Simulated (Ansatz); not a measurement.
# NH₃ with H₂S: superposition error and deformation

How much of this pair's binding is borrowed basis, and how much do the fragments pay to take the shapes they have in the pair?

The runs use Ansatz 0.2.0, Gaussian basis; PBE0-D4 structures, single points in def2-TZVPPD.

Levels: PBE-D4, revPBE-D4, BLYP-D4, r2SCAN-D4, B97M-V, PBE0-D4, B3LYP-D4, HSE06-D4, wB97X-V, wB97M-V, B2PLYP, Hartree-Fock, MP2, CCSD, CCSD(T).

Cores are frozen in the correlated methods. B3LYP uses VWN-RPA correlation. B2PLYP carries no dispersion term here.

129 further runs of the same task are left out: 129 set aside as unsound or not needed.

## (1) The starting structure

The relaxed pair: 7 atoms, charge 0, spin multiplicity 1.

Atoms are counted from 1 here; the program's logs count them from 0.

Bond lengths: N1–H2 1.013 Å, N1–H3 1.013 Å, N1–H4 1.013 Å, S5–H6 1.341 Å, S5–H7 1.360 Å. Angles: H2–N1–H3 107.4°, H2–N1–H4 107.5°, H3–N1–H4 107.3°, H6–S5–H7 92.9°.

As a file:

```mol
H5NS
  3D, bonds by distance, orders not assigned

  7  5  0  0  0  0  0  0  0  0999 V2000
   -0.0734    0.0665   -1.1600 N   0  0
    0.4452    0.8501   -1.5375 H   0  0
    0.3632   -0.7801   -1.5037 H   0  0
   -1.0076    0.1039   -1.5493 H   0  0
   -0.2424    0.2765    2.2995 S   0  0
    0.6705   -0.6842    2.5039 H   0  0
   -0.1554    0.1673    0.9471 H   0  0
  1  2  8  0
  1  3  8  0
  1  4  8  0
  5  6  8  0
  5  7  8  0
M  END
```

Atoms 1 to 4 are fragment A (NH₃), the rest fragment B (H₂S). From earlier runs, pair energy (eV) and counterpoise interaction (meV):

```csv
method,E(pair),interaction
PBE-D4,-12401.60449,-204
revPBE-D4,-12406.09360,-174
BLYP-D4,-12407.65475,-165
r2SCAN-D4,-12406.52931,-173
B97M-V,-12405.18381,-162
PBE0-D4,-12402.63642,-189
B3LYP-D4,-12409.09999,-166
HSE06-D4,-12402.33613,-189
wB97X-V,-12406.02513,-150
wB97M-V,-12406.57538,-144
B2PLYP,-12403.48707,-130
Hartree-Fock,-12379.31759,-36
MP2,-12391.11485,-145
CCSD(T),-12392.53342,-129
```

First each fragment is run alone in its own basis, frozen in the shape it has in the pair (a, b).

## (2) PBE-D4/def2-TZVPPD

File a/in.yaml:

```yaml
crystal:
  periodic: [false, false, false]
  atoms:
    - {symbol: N, position_ang: [-0.073410, 0.066507, -1.160027]}
    - {symbol: H, position_ang: [0.445197, 0.850145, -1.537474]}
    - {symbol: H, position_ang: [0.363211, -0.780081, -1.503746]}
    - {symbol: H, position_ang: [-1.007591, 0.103862, -1.549263]}
basis:
  gaussian: {orbitals: "def2-TZVPPD.json"}
hamiltonian: {xc: pbe, dispersion: d4}
```

File b/in.yaml:

```yaml
crystal:
  periodic: [false, false, false]
  atoms:
    - {symbol: S, position_ang: [-0.242388, 0.276516, 2.299543]}
    - {symbol: H, position_ang: [0.670524, -0.684212, 2.503852]}
    - {symbol: H, position_ang: [-0.155443, 0.167264, 0.947113]}
basis:
  gaussian: {orbitals: "def2-TZVPPD.json"}
hamiltonian: {xc: pbe, dispersion: d4}
```

The basis file named in the input lies beside it (Basis Set Exchange, JSON).

The same command starts each run, in its folder.

Started as:

```
$ ansatz run in.yaml --threads 2 --pin off --events-out ev --progress --plain --max-ram 5222MiB
```

Log of a:

```text
Functional definition: PBE
  name "PBE"
  cite "Perdew, Burke & Ernzerhof, Phys. Rev. Lett. 77, 3865 (1996) doi:10.1103/PhysRevLett.77.3865"
  parent pbe
  parameter kappa = 0.804
  parameter beta = 0.06672455060314922
  exchange = pbe_x(kappa = kappa, mu = beta*pi^2/3)
  correlation = pbe_c(beta = beta)
356 factors; their error is unknown
mean field evaluation 1: about -1529.5973 eV, gradient 6.7e1 eV
mean field evaluation 2: about -1502.5021 eV, gradient 1.1e2 eV
mean field evaluation 4: about -1537.7849 eV, gradient 1.9e0 eV
mean field evaluation 8: about -1537.7858 eV, gradient 2.6e-2 eV
mean field -1537.78583880 eV, -56.5125872272 hartree, gradient 3.2e-5 eV, S^2 0.000000; 0 other end points of the search recorded, 0 dependent functions left out
reference -1537.78586590 eV, -56.5125882230 hartree; 5, 5 occupied and 83, 83 virtual orbitals, 356 factors
Total energy: -1537.79723723 eV, -56.5130061116 hartree
```

Log of b, cut to the lines that bear on the results:

```text
[... 4 set-up lines as earlier in the session ...]
[...]
436 factors; their error is unknown
[...]
mean field -10863.58085929 eV, -399.2292329793 hartree, gradient 1.8e-5 eV, S^2 0.000000; 0 other end points of the search recorded, 0 dependent functions left out
reference -10863.58090916 eV, -399.2292348121 hartree; 9, 9 occupied and 76, 76 virtual orbitals, 436 factors
Total energy: -10863.59595206 eV, -399.2297876285 hartree
```

They took 0.25 s (a), 0.3 s (b) on 2 threads of Arm Neoverse V2, shared host.

## (3) r2SCAN-D4/def2-TZVPPD

The same edit goes into each in.yaml of step 2 (a, b):

```diff
-hamiltonian: {xc: pbe, dispersion: d4}
+hamiltonian: {xc: r2scan, dispersion: d4}
```

The same command starts each run, in its folder.

Started as:

```
$ ansatz run in.yaml --threads 2 --pin off --events-out ev --progress --plain --max-ram 5222MiB
```

Output in a, cut to the lines that bear on the results:

```text
Functional definition: r2SCAN
  name "r2SCAN"
  cite "Furness, Kaplan, Ning, Perdew & Sun, J. Phys. Chem. Lett. 11, 8208 (2020) doi:10.1021/acs.jpclett.0c02405"
  cite "Furness, Kaplan, Ning, Perdew & Sun, J. Phys. Chem. Lett. 11, 9248 (2020) doi:10.1021/acs.jpclett.0c03077"
  parent r2scan
[...]
356 factors; their error is unknown
[...]
mean field -1538.79873807 eV, -56.5498105888 hartree, gradient 1.3e-5 eV, S^2 0.000000; 0 other end points of the search recorded, 0 dependent functions left out
reference -1538.79874604 eV, -56.5498108817 hartree; 5, 5 occupied and 83, 83 virtual orbitals, 356 factors
Total energy: -1538.80145743 eV, -56.5499105235 hartree
```

Log of b, cut to the lines that bear on the results:

```text
[... 5 set-up lines as earlier in the session ...]
[...]
436 factors; their error is unknown
[...]
mean field -10867.54533758 eV, -399.3749248691 hartree, gradient 3.5e-5 eV, S^2 0.000000; 0 other end points of the search recorded, 0 dependent functions left out
reference -10867.54535437 eV, -399.3749254865 hartree; 9, 9 occupied and 76, 76 virtual orbitals, 436 factors
Total energy: -10867.54870461 eV, -399.3750486053 hartree
```

They took 0.6 s (a), 0.7 s (b) on 2 threads of Arm Neoverse V2, shared host.

## (4) PBE0-D4/def2-TZVPPD

Each input of step 3 (a, b) changes in the same lines:

```diff
-hamiltonian: {xc: r2scan, dispersion: d4}
+hamiltonian: {xc: pbe0, dispersion: d4}
+output: {orbitals: {seedname: orbitals}}
```

Each run has its own folder and the same command.

Started as:

```
$ ansatz run in.yaml --threads 2 --pin off --events-out ev --progress --plain --max-ram 5222MiB
```

Log of a, cut to the lines that bear on the results:

```text
Functional definition: PBE0
  name "PBE0"
  cite "Adamo & Barone, J. Chem. Phys. 110, 6158 (1999) doi:10.1063/1.478522"
[... 2 set-up lines as earlier in the session ...]
[...]
356 factors; their error is unknown
[...]
mean field -1537.91241863 eV, -56.5172389503 hartree, gradient 4.5e-5 eV, S^2 0.000000; 0 other end points of the search recorded, 0 dependent functions left out
reference -1537.91243851 eV, -56.5172396807 hartree; 5, 5 occupied and 83, 83 virtual orbitals, 356 factors
Total energy: -1537.92154904 eV, -56.5175744866 hartree
```

Log of b, cut to the lines that bear on the results:

```text
[... 5 set-up lines as earlier in the session ...]
[...]
474 factors; their error is unknown
[...]
mean field -10864.50849591 eV, -399.2633229963 hartree, gradient 8.7e-5 eV, S^2 0.000000; 0 other end points of the search recorded, 0 dependent functions left out
reference -10864.50853111 eV, -399.2633242898 hartree; 9, 9 occupied and 76, 76 virtual orbitals, 474 factors
Total energy: -10864.52071638 eV, -399.2637720904 hartree
```

Wall times: 0.3 s (a), 0.35 s (b) on 2 threads of Arm Neoverse V2, shared host.

## (5) B3LYP-D4/def2-TZVPPD

The same edit goes into each in.yaml of step 4 (a, b):

```diff
-hamiltonian: {xc: pbe0, dispersion: d4}
-output: {orbitals: {seedname: orbitals}}
+hamiltonian: {xc: {name: B3LYP}, dispersion: d4}
```

The same command starts each run, in its folder.

Started as:

```
$ ansatz run in.yaml --threads 2 --pin off --events-out ev --progress --plain --max-ram 5222MiB
```

Log of a, cut to the lines that bear on the results:

```text
Functional definition: B3LYP
  name "B3LYP"
  cite "Stephens, Devlin, Chabalowski & Frisch, J. Phys. Chem. 98, 11623 (1994) doi:10.1021/j100096a001"
  cite "Becke, Phys. Rev. A 38, 3098 (1988) doi:10.1103/PhysRevA.38.3098"
  cite "Lee, Yang & Parr, Phys. Rev. B 37, 785 (1988) doi:10.1103/PhysRevB.37.785"
  cite "Vosko, Wilk & Nusair, Can. J. Phys. 58, 1200 (1980) doi:10.1139/p80-159"
[...]
356 factors; their error is unknown
[...]
mean field -1539.90006745 eV, -56.5902836969 hartree, gradient 2.6e-5 eV, S^2 0.000000; 0 other end points of the search recorded, 0 dependent functions left out
reference -1539.90023350 eV, -56.5902897994 hartree; 5, 5 occupied and 83, 83 virtual orbitals, 356 factors
Total energy: -1539.91828389 eV, -56.5909531389 hartree
```

Output in b, cut to the lines that bear on the results:

```text
[... 6 set-up lines as earlier in the session ...]
[...]
462 factors; their error is unknown
[...]
mean field -10868.98533080 eV, -399.4278436439 hartree, gradient 6.9e-6 eV, S^2 0.000000; 0 other end points of the search recorded, 0 dependent functions left out
reference -10868.98554606 eV, -399.4278515548 hartree; 9, 9 occupied and 76, 76 virtual orbitals, 462 factors
Total energy: -10869.00999111 eV, -399.4287498938 hartree
```

Times: 0.35 s (a), 0.4 s (b) on 2 threads of Arm Neoverse V2, shared host.

## (6) wB97X-V/def2-TZVPPD

The same edit goes into each in.yaml of step 5 (a, b):

```diff
-hamiltonian: {xc: {name: B3LYP}, dispersion: d4}
+hamiltonian: {xc: {name: wB97X-V}}
```

One command serves all of them, each in its own folder.

Started as:

```
$ ansatz run in.yaml --threads 2 --pin off --events-out ev --progress --plain --max-ram 5222MiB
```

Output in a, cut to the lines that bear on the results:

```text
Functional definition: wB97X-V
  name "wB97X-V"
  cite "Mardirossian & Head-Gordon, Phys. Chem. Chem. Phys. 16, 9904 (2014) doi:10.1039/C3CP54374A"
  cite "Becke, J. Chem. Phys. 107, 8554 (1997) doi:10.1063/1.475007"
  cite "Vydrov & Van Voorhis, J. Chem. Phys. 133, 244103 (2010) doi:10.1063/1.3521275"
[...]
      + integral(e_c_pw_opposite_spin*poly(b97_u_opposite, cos0, cos1)) + vv10(b, c)
356 factors; their error is unknown
117 factors; integrals over basis functions are off by at most 7.7e-6 eV
[...]
mean field -1539.18331905 eV, -56.5639436793 hartree, gradient 4.0e-6 eV, S^2 0.000000; 0 other end points of the search recorded, 0 dependent functions left out
reference -1539.18331773 eV, -56.5639436306 hartree; 5, 5 occupied and 83, 83 virtual orbitals, 356 factors
Total energy: -1539.18331773 eV, -56.5639436306 hartree
```

Log of b, cut to the lines that bear on the results:

```text
[... 5 set-up lines as earlier in the session ...]
[...]
      + integral(e_c_pw_opposite_spin*poly(b97_u_opposite, cos0, cos1)) + vv10(b, c)
457 factors; their error is unknown
112 factors; integrals over basis functions are off by at most 4.1e-5 eV
[...]
mean field -10866.68680046 eV, -399.3433742119 hartree, gradient 3.7e-5 eV, S^2 0.000000; 0 other end points of the search recorded, 0 dependent functions left out
reference -10866.68679824 eV, -399.3433741303 hartree; 9, 9 occupied and 76, 76 virtual orbitals, 457 factors
Total energy: -10866.68679824 eV, -399.3433741303 hartree
```

Times: 0.9 s (a), 1.1 s (b) on 2 threads of Arm Neoverse V2, shared host.

## (7) wB97M-V/def2-TZVPPD

The same edit goes into each in.yaml of step 6 (a, b):

```diff
-hamiltonian: {xc: {name: wB97X-V}}
+hamiltonian: {xc: {name: wB97M-V}}
```

Each run has its own folder and the same command.

Started as:

```
$ ansatz run in.yaml --threads 2 --pin off --events-out ev --progress --plain --max-ram 5222MiB
```

Log of a, cut to the lines that bear on the results:

```text
Functional definition: wB97M-V
  name "wB97M-V"
  cite "Mardirossian & Head-Gordon, J. Chem. Phys. 144, 214110 (2016) doi:10.1063/1.4952647"
[... 2 set-up lines as earlier in the session ...]
  # Of w^i u^j: cxij and so on, Table III.
[...]
  gx(w, u) = 1 - cx + cx01*u + cx10*w
[...]
      + integral(e_c_pw_mod_opposite_spin*gos(b97_w_opposite, b97_u_opposite)) + vv10(b, c)
356 factors; their error is unknown
117 factors; integrals over basis functions are off by at most 7.7e-6 eV
[...]
mean field -1538.88728053 eV, -56.5530644642 hartree, gradient 2.4e-5 eV, S^2 0.000000; 0 other end points of the search recorded, 0 dependent functions left out
reference -1538.88731361 eV, -56.5530656798 hartree; 5, 5 occupied and 83, 83 virtual orbitals, 356 factors
Total energy: -1538.88731361 eV, -56.5530656798 hartree
```

Output in b, cut to the lines that bear on the results:

```text
[... 5 set-up lines as earlier in the session ...]
  # Of w^i u^j: cxij and so on, Table III.
[...]
  gx(w, u) = 1 - cx + cx01*u + cx10*w
[...]
      + integral(e_c_pw_mod_opposite_spin*gos(b97_w_opposite, b97_u_opposite)) + vv10(b, c)
436 factors; their error is unknown
112 factors; integrals over basis functions are off by at most 4.1e-5 eV
[...]
mean field -10867.53791154 eV, -399.3746519673 hartree, gradient 7.1e-6 eV, S^2 0.000000; 0 other end points of the search recorded, 0 dependent functions left out
reference -10867.53797076 eV, -399.3746541437 hartree; 9, 9 occupied and 76, 76 virtual orbitals, 436 factors
Total energy: -10867.53797076 eV, -399.3746541437 hartree
```

They took 0.9 s (a), 1.1 s (b) on 2 threads of Arm Neoverse V2, shared host.

## (8) B2PLYP/def2-TZVPPD

The same edit goes into each in.yaml of step 7 (a, b):

```diff
-hamiltonian: {xc: {name: wB97M-V}}
+hamiltonian: {xc: {name: B2PLYP}}
```

Each run has its own folder and the same command.

Started as:

```
$ ansatz run in.yaml --threads 2 --pin off --events-out ev --progress --plain --max-ram 5222MiB
```

a printed, cut to the lines that bear on the results:

```text
Functional definition: B2PLYP
  name "B2PLYP"
  cite "Grimme, J. Chem. Phys. 124, 034108 (2006) doi:10.1063/1.2148954"
[... 2 set-up lines as earlier in the session ...]
[...]
497 factors; integrals over basis functions are off by at most 8.1e-4 eV
[...]
mean field -1536.41565528 eV, -56.4622339115 hartree, gradient 2.0e-6 eV, S^2 0.000000; 0 other end points of the search recorded, 0 dependent functions left out
1 core orbitals not correlated: weight in the atoms' cores, before any rotation towards them, 1.000 or more for the frozen orbitals, at most 0.000 for the correlated occupied ones
reference -1536.41575895 eV, -56.4622377214 hartree; 4, 4 occupied and 83, 83 virtual orbitals, 497 factors
second order -7.69275842 eV of doubles, -0.00000000 eV of singles
Total energy: -1538.49280372 eV, -56.5385677089 hartree
```

Output in b, cut to the lines that bear on the results:

```text
[... 5 set-up lines as earlier in the session ...]
[...]
471 factors; integrals over basis functions are off by at most 1.2e-3 eV
[...]
mean field -10863.12167146 eV, -399.2123581380 hartree, gradient 9.1e-6 eV, S^2 0.000000; 0 other end points of the search recorded, 0 dependent functions left out
5 core orbitals not correlated: weight in the atoms' cores, before any rotation towards them, 1.000 or more for the frozen orbitals, at most 0.000 for the correlated occupied ones
reference -10863.12180289 eV, -399.2123629677 hartree; 4, 4 occupied and 76, 76 virtual orbitals, 471 factors
second order -6.41509974 eV of doubles, -0.00000000 eV of singles
Total energy: -10864.85387982 eV, -399.2760156208 hartree
```

Times: 0.5 s (a), 0.5 s (b) on 2 threads of Arm Neoverse V2, shared host.

## (9) BLYP-D4/def2-TZVPPD

Each input of step 8 (a, b) changes in the same lines:

```diff
-hamiltonian: {xc: {name: B2PLYP}}
+hamiltonian: {xc: {name: BLYP}, dispersion: d4}
```

One command serves all of them, each in its own folder.

Started as:

```
$ ansatz run in.yaml --threads 2 --pin off --events-out ev --progress --plain --max-ram 5222MiB
```

Output in a, cut to the lines that bear on the results:

```text
Functional definition: BLYP
  name "BLYP"
[... 2 set-up lines as earlier in the session ...]
[...]
356 factors; their error is unknown
[...]
mean field -1539.16528371 eV, -56.5632808925 hartree, gradient 8.3e-5 eV, S^2 0.000000; 0 other end points of the search recorded, 0 dependent functions left out
reference -1539.16551333 eV, -56.5632893310 hartree; 5, 5 occupied and 83, 83 virtual orbitals, 356 factors
Total energy: -1539.19294640 eV, -56.5642974776 hartree
```

Log of b, cut to the lines that bear on the results:

```text
[... 4 set-up lines as earlier in the session ...]
[...]
436 factors; their error is unknown
[...]
mean field -10868.25264573 eV, -399.4009179642 hartree, gradient 2.8e-5 eV, S^2 0.000000; 0 other end points of the search recorded, 0 dependent functions left out
reference -10868.25293498 eV, -399.4009285940 hartree; 9, 9 occupied and 76, 76 virtual orbitals, 436 factors
Total energy: -10868.28863808 eV, -399.4022406588 hartree
```

Times: 0.3 s (a), 0.4 s (b) on 2 threads of Arm Neoverse V2, shared host.

## (10) revPBE-D4/def2-TZVPPD

Each input of step 9 (a, b) changes in the same lines:

```diff
-hamiltonian: {xc: {name: BLYP}, dispersion: d4}
+hamiltonian: {xc: {name: revPBE}, dispersion: d4}
```

The same command starts each run, in its folder.

Started as:

```
$ ansatz run in.yaml --threads 2 --pin off --events-out ev --progress --plain --max-ram 5222MiB
```

a printed, cut to the lines that bear on the results:

```text
Functional definition: revPBE
  name "revPBE"
  cite "Zhang & Yang, Phys. Rev. Lett. 80, 890 (1998) doi:10.1103/PhysRevLett.80.890"
[... 1 set-up line as earlier in the session ...]
[...]
356 factors; their error is unknown
[...]
mean field -1539.33585017 eV, -56.5695490944 hartree, gradient 2.9e-5 eV, S^2 0.000000; 0 other end points of the search recorded, 0 dependent functions left out
reference -1539.33588409 eV, -56.5695503409 hartree; 5, 5 occupied and 83, 83 virtual orbitals, 356 factors
Total energy: -1539.39028111 eV, -56.5715493945 hartree
```

b printed, cut to the lines that bear on the results:

```text
[... 4 set-up lines as earlier in the session ...]
[...]
436 factors; their error is unknown
[...]
mean field -10866.46113434 eV, -399.3350811349 hartree, gradient 2.2e-5 eV, S^2 0.000000; 0 other end points of the search recorded, 0 dependent functions left out
reference -10866.46119746 eV, -399.3350834548 hartree; 9, 9 occupied and 76, 76 virtual orbitals, 436 factors
Total energy: -10866.52146382 eV, -399.3372982025 hartree
```

Wall times: 0.25 s (a), 0.3 s (b) on 2 threads of Arm Neoverse V2, shared host.

## (11) B97M-V/def2-TZVPPD

The same edit goes into each in.yaml of step 10 (a, b):

```diff
-hamiltonian: {xc: {name: revPBE}, dispersion: d4}
+hamiltonian: {xc: {name: B97M-V}}
```

One command serves all of them, each in its own folder.

Started as:

```
$ ansatz run in.yaml --threads 2 --pin off --events-out ev --progress --plain --max-ram 5222MiB
```

Output in a, cut to the lines that bear on the results:

```text
Functional definition: B97M-V
  name "B97M-V"
  cite "Mardirossian & Head-Gordon, J. Chem. Phys. 142, 074111 (2015) doi:10.1063/1.4907719"
[... 2 set-up lines as earlier in the session ...]
  # Of w^i u^j: cxij and so on, Table III.
[...]
  gx(w, u) = cx00 + cx01*u + cx02*u^2 + (cx10 + cx11*u)*w
[...]
  gos(w, u) = cos00 + cos01*u + cos03*u^3 + cos10*w + cos32*w^3*u^2
[...]
      + integral(e_c_pw_mod_opposite_spin*gos(b97_w_opposite, b97_u_opposite)) + vv10(b, c)
356 factors; their error is unknown
[...]
mean field -1539.43342031 eV, -56.5731347309 hartree, gradient 5.5e-5 eV, S^2 0.000000; 0 other end points of the search recorded, 0 dependent functions left out
reference -1539.43346010 eV, -56.5731361933 hartree; 5, 5 occupied and 83, 83 virtual orbitals, 356 factors
Total energy: -1539.43346010 eV, -56.5731361933 hartree
```

Log of b, cut to the lines that bear on the results:

```text
[... 5 set-up lines as earlier in the session ...]
  # Of w^i u^j: cxij and so on, Table III.
[...]
  gx(w, u) = cx00 + cx01*u + cx02*u^2 + (cx10 + cx11*u)*w
[...]
  gos(w, u) = cos00 + cos01*u + cos03*u^3 + cos10*w + cos32*w^3*u^2
[...]
      + integral(e_c_pw_mod_opposite_spin*gos(b97_w_opposite, b97_u_opposite)) + vv10(b, c)
436 factors; their error is unknown
[...]
mean field -10865.58323160 eV, -399.3028188046 hartree, gradient 2.3e-5 eV, S^2 0.000000; 0 other end points of the search recorded, 0 dependent functions left out
reference -10865.58330295 eV, -399.3028214267 hartree; 9, 9 occupied and 76, 76 virtual orbitals, 436 factors
Total energy: -10865.58330295 eV, -399.3028214267 hartree
```

Wall times: 0.95 s (a), 1.2 s (b) on 2 threads of Arm Neoverse V2, shared host.

## (12) HSE06-D4/def2-TZVPPD

The same edit goes into each in.yaml of step 11 (a, b):

```diff
-hamiltonian: {xc: {name: B97M-V}}
+hamiltonian: {xc: hse06, dispersion: d4}
```

The same command starts each run, in its folder.

Started as:

```
$ ansatz run in.yaml --threads 2 --pin off --events-out ev --progress --plain --max-ram 5222MiB
```

a printed, cut to the lines that bear on the results:

```text
Functional definition: HSE06
  name "HSE06"
  cite "Heyd, Scuseria & Ernzerhof, J. Chem. Phys. 118, 8207 (2003) doi:10.1063/1.1564060"
  cite "Krukau, Vydrov, Izmaylov & Scuseria, J. Chem. Phys. 125, 224106 (2006) doi:10.1063/1.2404663"
  cite "Heyd & Scuseria, J. Chem. Phys. 120, 7274 (2004) doi:10.1063/1.1668634"
  cite "Ernzerhof & Perdew, J. Chem. Phys. 109, 3313 (1998) doi:10.1063/1.476928"
[...]
  # The whole range is PBE's own exchange, as in plane waves. The composition of these papers is wPBEh.
[...]
356 factors; their error is unknown
44 factors; integrals over basis functions are off by at most 2.7e-6 eV
[...]
mean field -1537.82505988 eV, -56.5140285755 hartree, gradient 4.3e-5 eV, S^2 0.000000; 0 other end points of the search recorded, 0 dependent functions left out
reference -1537.82508635 eV, -56.5140295481 hartree; 5, 5 occupied and 83, 83 virtual orbitals, 356 factors
Total energy: -1537.83328360 eV, -56.5143307914 hartree
```

Output in b, cut to the lines that bear on the results:

```text
[... 6 set-up lines as earlier in the session ...]
[...]
474 factors; their error is unknown
41 factors; integrals over basis functions are off by at most 8.0e-5 eV
[...]
mean field -10864.29744071 eV, -399.2555668608 hartree, gradient 5.0e-6 eV, S^2 0.000000; 0 other end points of the search recorded, 0 dependent functions left out
reference -10864.29748722 eV, -399.2555685700 hartree; 9, 9 occupied and 76, 76 virtual orbitals, 474 factors
Total energy: -10864.30861447 eV, -399.2559774889 hartree
```

Wall times: 0.35 s (a), 0.4 s (b) on 2 threads of Arm Neoverse V2, shared host.

(Part 1 of 3 ends here.)
